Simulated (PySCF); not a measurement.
# BH5F−, an ion with solvent molecules: interaction energy

An exercise on one series of results from a longer session: the logs are not shown, and one member is left open.

Programs: PySCF 2.14.0. All values are calculated, for the isolated system unless a continuum is named. Atoms count from 0, parts from 1.

## The system as given

7 atoms, charge -1, multiplicity 1; geometry: GFN2-xTB. Parts: 1 = atoms 0–4, `[BH4-]`, charge -1; 2 = atoms 5–6, `F`, charge 0.

Set-up of the first run:

What the job is given:

```
{"job": {"xc": "PBE0", "basis": "def2-TZVPD", "d3": "d3bj", "grid": 3, "kind": "geom", "shake": 0.01}, "charge": -1, "multiplicity": 1, "parts": [{"atoms": "0-4", "charge": -1, "multiplicity": 1}, {"atoms": "5-6", "charge": 0, "multiplicity": 1}]}
B      0.104882    -0.016483     0.056794
H     -0.487446     1.010221     0.442012
H      0.958586     0.327133    -0.737866
H     -0.661434    -0.710066    -0.546586
H      0.509021    -0.623070     1.014056
F      2.961774     0.129185     0.925367
H      2.047734     0.051722     0.636885
```

The run is started by

```bash
$ OMP_NUM_THREADS=1 python cluster_run.py task.json out
```

This one command runs all jobs of the session in turn.

Steps of the session up to this table: Geometry optimisation at PBE0-D3(BJ)/def2-TZVPD; Coupled-cluster interaction energy: CCSD(T) and MP2, 1.47 Å; Coupled-cluster interaction energy: CCSD(T) and MP2, 1.54 Å; Coupled-cluster interaction energy: CCSD(T) and MP2, 1.61 Å; Coupled-cluster interaction energy: CCSD(T) and MP2, 1.40 Å; Coupled-cluster interaction energy: CCSD(T) and MP2, 1.83 Å; Coupled-cluster interaction energy: CCSD(T) and MP2, 1.32 Å; Coupled-cluster interaction energy: CCSD(T) and MP2, 2.20 Å; Coupled-cluster interaction energy: CCSD(T) and MP2, 2.94 Å.

One table of the session follows, with a row left open; its other results are not shown here.

It belongs to the step «Coupled-cluster interaction energy: CCSD(T) and MP2, 2.94 Å». 

```
                 method  interaction energy (kcal/mol)
         HF/aug-cc-pVDZ                              ?
        MP2/aug-cc-pVDZ                         -10.65
       CCSD/aug-cc-pVDZ                         -10.58
    CCSD(T)/aug-cc-pVDZ                         -10.59
         HF/aug-cc-pVQZ                         -10.82
        MP2/aug-cc-pVQZ                         -10.82
    SCS-MP2/aug-cc-pVQZ                         -10.66
      MP2, extrapolated                         -10.86
CCSD(T), limit estimate                         -10.79
```

Q: Estimate the row for HF/aug-cc-pVDZ from the others.

The run gave: interaction energy (kcal/mol): -10.81. In the column «interaction energy (kcal/mol)» it lies between MP2/aug-cc-pVQZ (-10.82) and CCSD(T), limit estimate (-10.79).
